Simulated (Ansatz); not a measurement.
Working through a test of scalar relativity of FHSi, SMILES F[SiH]

With Ansatz's Python interface.

At the Python prompt:
```pycon
>>> from dataclasses import dataclass
>>> import ansatz as az
>>> import numpy as np
>>> @dataclass(frozen=True)
... class Settings:
...     functional: str = "pbe"
...
>>> cfg = Settings()
>>> GEOMETRY = """
... F    -1.11260    0.07590   -0.60900
... Si    0.17280    0.54000    0.15610
... H     0.92880   -0.68070    0.43970
... """
>>> system = az.Crystal.molecule()
>>> for line in GEOMETRY.strip().splitlines():
...     symbol, *xyz = line.split()
...     system = system.atom(symbol, [float(v) for v in xyz])
...
>>> base = system.calculation().functional(cfg.functional).forces()
>>> sets = {"none": "cc-pVTZ", "scalar": "cc-pVTZ-DK"}
>>> found = {kind: base.basis(gaussian=basis).pseudopotentials(relativity=kind).run(threads=1).report for kind, basis in sets.items()}
>>> for kind, each in found.items():
...     dipole = 4.803205 * np.linalg.norm(each["charge_distribution"]["dipole_moment_e_ang"])
...     print(f"{kind:7s} E = {each['free_energy_ev']:.4f} eV  dipole {dipole:.3f} D  largest force component {np.abs(each['forces_ev_ang']).max():.4f} eV/A")
...
none    E = -10604.9586 eV  dipole 0.705 D  largest force component 2.9015 eV/A
scalar  E = -10623.9630 eV  dipole 0.698 D  largest force component 2.9041 eV/A
>>> print(f"relativity lowers the total energy by {found['none']['free_energy_ev'] - found['scalar']['free_energy_ev']:.3f} eV")
relativity lowers the total energy by 19.004 eV
```

The total moves by -19.0 eV, nearly all in the cores, and the dipole from 0.71 to 0.70 D.

Total energies depend on the basis set; only differences at equal settings carry meaning. The geometry is a force-field or estimated start, not a minimum of this method. The basis set changes with the Hamiltonian (a set recontracted for scalar relativity), and most of the change in the total lies in the cores. Hardware and time: 2.2 s on 1 thread of Arm Neoverse V1, on a shared host, peak memory 0.17 GiB.
